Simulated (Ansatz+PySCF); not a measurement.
The numbers below are computed, except where a source is named.
This PySCF input gave a total energy of -398.50462 hartree.

```python
from pyscf import gto, scf, mp

mol = gto.M(atom="""
S 0.000000 0.000000 -0.171630
H 0.000000 1.603020 1.373040
H 0.000000 -1.603020 1.373040
""", basis='6-31g', charge=0, spin=0)
mf = scf.UHF(mol)
mf.kernel()
pt = mp.MP2(mf, frozen=5).run()
print(mf.e_tot, pt.e_corr, pt.e_tot)
```

(1) Write an input for Ansatz with the same method and basis set.

## Answers

(1)

```yaml
crystal:
  periodic: [false, false, false]
  atoms:
    - { symbol: S, position_ang: [0.0, 0.0, -0.17163] }
    - { symbol: H, position_ang: [0.0, 1.60302, 1.37304] }
    - { symbol: H, position_ang: [0.0, -1.60302, 1.37304] }
basis:
  gaussian: { orbitals: "6-31G" }
magnetization:
  spin_polarized: true
hamiltonian:
  xc: hf
correlation:
  method: mp2
  frozen_orbitals: { H: 0, S: 5 }
scf:
  omitted_lower_state_checks: [stability, starts, atomic_configurations, cluster_reference, orbital_swaps, given_window_search, neighbouring_geometries, increment]
```

Ansatz (development build ahead of 0.2.0) gave -398.50462 hartree, 0.03 meV from the first. This is not the lowest solution: another run reaches a determinant 2.23 eV lower. Caution: bonds are stretched, where a single reference can fail.
